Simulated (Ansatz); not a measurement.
## Heat of formation of C3H5N (propanenitrile) from total energies

The species is C3H5N (9 atoms), meant as a singlet with charge 0. As SMILES, `CCC#N`. Geometry: relaxed at PBE0-D4/def2-TZVP.

Total energies at CAM-B3LYP/def2-SVPD (Ansatz 0.2.0); the atoms run unrestricted:

```tsv
species	state	energy (Eh)
C3H5N	singlet	-171.851155
C	triplet	-37.792495
N	quartet	-54.517480
H	doublet	-0.497895
```

Harmonic wavenumbers at PBE0-D4/def2-TZVP, in cm⁻¹: 213, 220, 400, 558, 787, 857, 1038, 1096, 1110, 1287, 1347, 1410, 1464, 1490, 1498, 2383, 3066, 3070, 3104, 3150, 3153.

Measured heats of formation of the gaseous atoms at 298.15 K, in kJ/mol: C 716.9, N 472.4, H 218.0. Take 1 Eh = 2625.50 kJ/mol, 1 cm⁻¹ = 0.0119627 kJ/mol, RT = 2.479 kJ/mol.

Problem. Work out the heat of formation of the gas at 298 K.

Solution. 
1. Electronic atomisation energy: 3 × (-37.792495) + (-54.517480) + 5 × (-0.497895) − (-171.851155) = 1.466715 Eh = 3850.9 kJ/mol.
2. Zero-point energy: half the sum of the wavenumbers, 16350.5 cm⁻¹ = 195.6 kJ/mol.
3. Thermal vibrational enthalpy, Σ hcν̃/(exp(hcν̃/kT) − 1): 4.8 kJ/mol. Translation, rotation and pV of a non-linear molecule: 4 RT = 9.9 kJ/mol.
4. The 9 free atoms carry 5/2 RT each: 55.8 kJ/mol.
5. Spin-orbit coupling lowers the free atoms by 3 × 0.02 = 0.1 kJ/mol.
6. Atomisation enthalpy at 298 K: 3850.9 − 0.1 − 195.6 − 4.8 − 9.9 + 55.8 = 3696.3 kJ/mol.
7. Sum of the atoms' heats of formation: 3713.1 kJ/mol. Heat of formation: 3713.1 − 3696.3 = +16.8 kJ/mol.

The tabulated value is +51.7 kJ/mol (CRC Handbook of Chemistry and Physics), so this level is off by -34.9 kJ/mol, or 1.0 % of the atomisation enthalpy that the table implies (3661.3 kJ/mol). Anharmonicity and any spin-orbit splitting of the molecule are left out.
